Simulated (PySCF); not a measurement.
Frontier orbitals and the lowest excitations

Compound: C5H7F.
Z-matrix (Å and degrees, GFN2-xTB geometry), rows numbered from 1:
```
C 
C   1  1.5226
F   2  1.3905  1  108.98
C   2  1.4724  1  112.48  3  -121.30
C   4  1.2996  2  151.40  1    -7.60
C   5  1.5021  4   64.45  2   179.89
H   1  1.0872  2  109.89  3   -55.87
H   1  1.0872  2  109.88  3    63.97
H   1  1.0860  2  109.52  3  -176.03
H   2  1.1020  1  111.11  3   115.22
H   5  1.0613  4  151.08  6   177.41
H   6  1.0834  4  119.43  5   106.08
H   6  1.0849  4  119.58  5  -105.80
```

Computed, not measured: TDDFT PBE0/def2-SVPD, vertical, gas phase, core orbitals frozen in the response (PySCF).

Frontier orbitals with the atoms that hold most of them (Löwdin shares over 4%, at most four atoms; ? is withheld):

| orbital | ε (eV) | atoms |
| --- | --- | --- |
| LUMO+2 | 1.32 | C6 24%, H13 13%, H12 10%, C1 9% |
| LUMO+1 | 0.85 | C1 20%, C5 17%, H9 10%, C2 8% |
| LUMO | -0.32 | C5 34%, C4 30%, C2 10%, H11 7% |
| HOMO | ? | ? |
| HOMO-1 | -8.44 | ? |
| HOMO-2 | -9.45 | F3 24%, C5 16%, C2 15%, C4 14% |
| HOMO-3 | -10.21 | F3 42%, C4 13%, C1 12%, C2 8% |

**Question.** Which atoms hold the HOMO-1, and with what shares?

**Answer.** C6 (bonded to 2 C and 2 H) 37%; C4 (bonded to 3 C) 19%; C5 (bonded to 2 C and H) 17%; C2 (bonded to 2 C, F and H) 8%.

**Question.** Which atoms hold the HOMO, and with what shares?

**Answer.** C5 (bonded to 2 C and H) 29%; C4 (bonded to 3 C) 28%; C6 (bonded to 2 C and 2 H) 18%; H13 (bonded to C) 8%. By element: carbon 75% or more, hydrogen 8% or more.

**Question.** What is the HOMO energy, and the HOMO–LUMO gap?

**Answer.** ε(HOMO) = -7.33 eV; the gap is 7.01 eV (0.2577 hartree).

**Question.** How does S1 compare with the orbital gap of 7.01 eV?

**Answer.** S1 is at 6.15 eV (f = 0.099), 0.86 eV below the gap, made of HOMO→LUMO (83%), HOMO-1→LUMO (13%). 

**Question.** One configuration dominates each of S1, S2, S3 and S4. Which, and how do the shares of the two leading atoms of either orbital change from the occupied to the empty one?

**Answer.** 
- S1 (6.15 eV, f 0.099), HOMO→LUMO (83%): C5 29% → 34%, C4 28% → 30%
- S2 (6.31 eV, f 0.025), HOMO-1→LUMO (85%): C6 37% → at most 8%, C4 19% → 30%, C5 17% → 34%
- S3 (7.04 eV, f 0.0027), HOMO→LUMO+1 (93%): C5 29% → 17%, C4 28% → at most 9%, C1 at most 8% → 20%
- S4 (7.28 eV, f 0.0006), HOMO-2→LUMO (85%): F3 24% → at most 8%, C5 16% → 34%, C4 14% → 30%

One conformer stands for the species.
